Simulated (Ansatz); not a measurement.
Consider Ta in the bcc (W type) structure (space group Im-3m, No. 229; a = 3.2819 Å).

Method: Kohn–Sham DFT with the PBEsol functional, run in Ansatz (a quantum-chemistry and plane-wave program) with PAW and 420 eV plane waves, spin-orbit coupling left out.

Now apply this change: full substitution Ta → V, then cell and atoms are relaxed.

Measured lattice parameter a: Ta 3.299 Å (static lattice; corrected from measurement; as listed in Daniel Mejia-Rodriguez, S. B. Trickey, Phys. Rev. B (2018)); V 3.021 Å (static lattice; corrected from measurement; as listed in Daniel Mejia-Rodriguez, S. B. Trickey, Phys. Rev. B (2018)).

### Question
How well does PBEsol reproduce the measured shift?

### Answer
With PBEsol the lattice parameter a moves by -0.323 Å (3.282 → 2.959) against -0.278 Å measured.

Stability against distortions was not tested. Seeded moments were not kept for Ta → V. All final runs are without spin polarisation.
